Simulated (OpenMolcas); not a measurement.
# One shape, several levels: [CF2]+ (SMILES F[C+]F)

Aim: a comparison of 5 runs (UB3LYP/6-31G*, UB3LYP/cc-pVTZ, USVWN5/cc-pVTZ, ROMP2/cc-pVTZ) of [CF2]+. 

The calculation is run with OpenMolcas 26.06.

## Step 1: The molecule

The species is [CF2]+ (3 atoms), meant as a doublet with charge +1. SMILES: `F[C+]F`. The C2–F3 distance was set to 2.185 Å, away from the relaxed value. At this shape a bond of the SMILES string is far longer than usual.

Bond lengths: F1–C2 1.214 Å. A long bond or contact: C2–F3 2.185 Å.

## Step 2: The energy at UB3LYP/6-31G(d) (spherical functions) (run 1)

Contents of struct.xyz:

```xyz
3

F      1.123558     1.397197     0.772792
C      1.020158     0.202857     0.583872
F     -0.654830    -0.751620    -0.443470
```

Contents of test.input:

```
&GATEWAY
  BasLib = $CurrDir
  Coord = struct.xyz
  Basis = 6-31Gs
  Group = NoSym

&SEWARD
  GridInput
  Grid=UltraFine
  End of Grid

&SCF
  UHF
  Charge = 1
  Spin = 2
  KSDFT = B3LYP
  Thresholds = 1e-10 1e-07 1e-07 1e-05
  PrOrbitals = 1 1
```

The basis set 6-31G* is read from a file made from the Basis Set Exchange's data (not shown).

Started as:

```
$ export MOLCAS_MEM=1860
$ pymolcas test.input > test.log
```

Standard output:

```text
--- Start Module: gateway ---
[...]
--- Stop Module: gateway /rc=_RC_ALL_IS_WELL_ ---
--- Start Module: seward ---
[...]
      Basis functions           42
--- Stop Module: seward /rc=_RC_ALL_IS_WELL_ ---
[...]
--- Start Module: scf ---
[...]
       Convergence after  29 Iterations
[...]
::    Total KS-DFT energy                            -237.1598339728
[...]
      Total spin, S                                     0.5016706570
[...]
      Total electronic charge=   23.000000
      Total            charge=    1.000000
[...]
      Dipole Moment (debye):
      Origin of the operator (angstrom)=    0.4230    0.2940    0.2653
                   X=  1.9046E+00               Y=  1.0765E+00               Z=  1.1672E+00           Total=  2.4797E+00
      Center of Charge (angstrom)
[...]
--- Stop Module: scf /rc=_RC_ALL_IS_WELL_ ---
[...]
```

Run time: 19 s. Hardware: 1 thread of Intel Xeon Platinum 8259CL at 2.50GHz (Skylake/Cascade Lake), shared host; peak memory 0.38 GiB.

## Step 3: The energy at UB3LYP/6-31G(d) (Cartesian functions) (run 2)

Contents of mol.input:

```
* CF2 Kohn-Sham DFT

&GATEWAY
 BASLIB
 $CurrDir
 BASISSET
 F.6-31Gs....
 F1 1.123558 1.397197 0.772792 angstrom
 F3 -0.654830 -0.751620 -0.443470 angstrom
 End of Basis
 BASISSET
 C.6-31Gs....
 C2 1.020158 0.202857 0.583872 angstrom
 End of Basis

&SEWARD
 GRIDINPUT
 Grid=UltraFine
 End of Grid

&SCF
 UHF
 CHARGE
 1
 SPIN
 2
 KSDFT
 B3LYP
 THRESHOLDS
 1e-10 1e-07 1e-07 1e-05
 PRORBITALS
 0
```

The basis set 6-31G* is read from a file made from the Basis Set Exchange's data (not shown).

Started as:

```
$ export MOLCAS_MEM=1860
$ pymolcas mol.input > mol.log
```

Standard output:

```text
--- Start Module: gateway ---
[...]
--- Stop Module: gateway /rc=_RC_ALL_IS_WELL_ ---
--- Start Module: seward ---
[...]
      Basis functions           45
--- Stop Module: seward /rc=_RC_ALL_IS_WELL_ ---
[...]
--- Start Module: scf ---
[...]
       Convergence after  27 Iterations
[...]
::    Total KS-DFT energy                            -237.1634342063
[...]
      Total spin, S                                     0.5016856140
[...]
      Total electronic charge=   23.000000
      Total            charge=    1.000000
[...]
      Dipole Moment (debye):
      Origin of the operator (angstrom)=    0.4230    0.2940    0.2653
                   X=  1.8982E+00               Y=  1.0703E+00               Z=  1.1630E+00           Total=  2.4701E+00
      Center of Charge (angstrom)
[...]
--- Stop Module: scf /rc=_RC_ALL_IS_WELL_ ---
[...]
```

Run time: 18 s. Hardware: 1 thread of Intel Xeon Platinum 8259CL at 2.50GHz (Skylake/Cascade Lake), shared host; peak memory 0.38 GiB.

Runs 3 to 4 aren't shown in full; the table further down has their settings and results.

## Step 4: A single-point energy at ROMP2/cc-pVTZ (run 5)

Contents of geom.xyz:

```xyz
3

F      1.123558     1.397197     0.772792
C      1.020158     0.202857     0.583872
F     -0.654830    -0.751620    -0.443470
```

Contents of mol.input:

```
&GATEWAY
 BasLib=$CurrDir
 Coord=geom.xyz
 Basis=cc-pVTZ
 Group=NoSym

&SEWARD

&SCF
 UHF
 Charge=1
 Spin=2
 Thresholds=1e-10 1e-07 1e-07 1e-05
 PrOrbitals=0

&RASSCF
 FileOrb=$Project.UnaOrb
 Spin=2
 Nactel=1 0 0
 Inactive=11
 Ras2=1
 OutOrbitals=Canonical
 OrbListing=Nothing

&CASPT2
 IPEA=0.0
 Frozen=3
```

The basis set cc-pVTZ is read from a file made from the Basis Set Exchange's data (not shown).

Started as:

```
$ export MOLCAS_MEM=1860
$ pymolcas mol.input > mol.log
```

Standard output:

```text
--- Start Module: gateway ---
[...]
--- Stop Module: gateway /rc=_RC_ALL_IS_WELL_ ---
[...]
      Basis functions           90
[...]
       Convergence after  33 Iterations
[...]
::    Total SCF energy                               -236.2912324157
[...]
      Total spin, S                                     0.5022228780
[...]
--- Start Module: rasscf ---
[...]
      Number of active orbitals                  1
[...]
      Spin quantum number                      0.5
[...]
      Active orbitals                            1
[...]
      Number of CSFs                             1
[...]
      Number of root(s) required                 1
[...]
      Convergence after 12 iterations
[...]
      printout of CI-coefficients larger than  0.05 for root  1
      energy=    -236.286463
      conf/sym  1     Coeff  Weight
             1  u   1.00000 1.00000
      Natural orbitals and occupation numbers for root  1
      sym 1:   1.000000
      ************************************************************************************************************************
      *                                                    Final results                                                     *
[...]
::    RASSCF root number  1 Total energy:   -236.28646284
[...]
      Total electronic charge=   23.000000
      Total            charge=    1.000000
[...]
      Dipole Moment (debye):
      Origin of the operator (angstrom)=    0.4230    0.2940    0.2653
                   X=  2.3917E+00               Y=  9.8145E-01               Z=  1.4248E+00           Total=  2.9519E+00
      Center of Charge (angstrom)
[...]
--- Stop Module: rasscf /rc=_RC_ALL_IS_WELL_ ---
[...]
--- Start Module: caspt2 ---
[...]
 ###    WARNING: User changed nr of frozen orbitals.                         ###
 ###############################################################################
[...]
      E2 (Variational):          -0.5698052571
      Total energy:            -236.8562680998
[...]
      Reference weight:           0.89174
[...]
::    CASPT2 Root  1     Total energy:   -236.85626810
[...]
--- Stop Module: caspt2 /rc=_RC_ALL_IS_WELL_ ---
[...]
```

Wall time 29 s (1 thread of Intel Xeon Platinum 8259CL at 2.50GHz (Skylake/Cascade Lake), shared host); peak memory 0.49 GiB.

## Step 5: All runs side by side

```csv
run,level,Cartesian functions,integration grid,energy (Eh),HOMO energy (eV),LUMO energy (eV),⟨S²⟩,wall time
1,UB3LYP/6-31G* (spherical functions),no,UltraFine,-237.159834,-18.32,-13.83,0.753,19 s
2,UB3LYP/6-31G* (Cartesian functions),yes,UltraFine,-237.163434,-18.31,-13.82,0.753,18 s
3,UB3LYP/cc-pVTZ,no,UltraFine,-237.256137,-18.64,-14.13,0.753,53 s
4,USVWN5/cc-pVTZ,no,UltraFine,-235.618519,-16.96,-16.69,0.756,40 s
5,ROMP2/cc-pVTZ,no,–,-236.856268,–,–,–,29 s
```

## Step 6: What came out

| quantity | value |
| --- | --- |
| run 5: total energy | -236.85627 Eh |

What this shows: Totals of different functionals can't be ranked against each other. All runs together took 2.7 min, the longest 53 s.
